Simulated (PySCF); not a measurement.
# Simulated absorption spectrum

Species: hydrazinium(1+), N2H5 (charge +1).
Bonds: N1–N2. Hydrogens: H3, H4 on N1; H5, H6, H7 on N2.

Theory: TDDFT wB97X-D/def2-SVPD, vertical, gas phase, core orbitals frozen in the response in PySCF. Isolated species at its PBE0-D3(BJ)/def2-SVP geometry, gas phase.

Computed states:

```csv
state,E (eV),f
S1,7.80,0.0064
S2,8.71,0.032
S3,9.54,0.0028
S4,9.74,0.066
S5,10.55,0.018
S6,10.70,0.023
S7,12.04,0.040
S8,12.39,0.021
S9,12.66,0.0004
S10,12.68,0.0005
```

Broadening: Gaussians 0.25 eV wide at half height, area fixed by f = 4.319×10⁻⁹ ∫ε dν̃. The width is an assumption, not a result. The curve ends short of the highest state used, and states not computed would add to its high-energy end.

Q: What does the envelope look like, and where are its maxima?

A: 
| E (eV) | ε (L mol⁻¹ cm⁻¹) |
| --- | --- |
| 7.43 | 1 |
| 7.54 | 32 |
| 7.64 | 210 |
| 7.75 | 607 |
| 7.86 | 600 |
| 7.97 | 202 |
| 8.08 | 23 |
| 8.19 | 1 |
| 8.29 | 2 |
| 8.40 | 53 |
| 8.51 | 616 |
| 8.62 | 2448 |
| 8.73 | 3326 |
| 8.83 | 1731 |
| 8.94 | 303 |
| 9.05 | 18 |
| 9.16 | 1 |
| 9.27 | 12 |
| 9.37 | 99 |
| 9.48 | 583 |
| 9.59 | 2767 |
| 9.70 | 6671 |
| 9.81 | 5933 |
| 9.91 | 2122 |
| 10.02 | 246 |
| 10.13 | 11 |
| 10.24 | 27 |
| 10.35 | 336 |
| 10.45 | 1385 |
| 10.56 | 2947 |
| 10.67 | 3362 |
| 10.78 | 1985 |
| 10.89 | 482 |
| 10.99 | 55 |
| 11.10 | 2 |
| 11.21 | 0 |
| 11.32 | 0 |
| 11.43 | 0 |
| 11.54 | 0 |
| 11.64 | 3 |
| 11.75 | 95 |
| 11.86 | 973 |
| 11.97 | 3402 |
| 12.08 | 4096 |

Maxima: 159 nm (7.80 eV), ε about 690, made up of S1 (100%); 142 nm (8.71 eV), ε about 3400, made up of S2 (100%); 127 nm (9.74 eV), ε about 7200, made up of S4 (99%); 117 nm (10.64 eV), ε about 3400, made up of S5 (38%) and S6 (62%); 103 nm (12.04 eV), ε about 4300, made up of S7 (100%) (ε in L mol⁻¹ cm⁻¹; maxima over ε = 5, shares over 10%).

Q: What would ε be at 9.74 eV, the highest of these maxima, with half the width (0.125 eV)?

A: About 14300 L mol⁻¹ cm⁻¹ against 7220, a factor of about 1.98; a lone state at its own centre would give exactly 2.

Q: Coming from long wavelengths, where does ε first pass 100 L mol⁻¹ cm⁻¹?

A: At about 163 nm (7.60 eV), 0.21 eV below S1.

All these states lie below the vertical ionisation energy of 17.55 eV (ΔSCF).
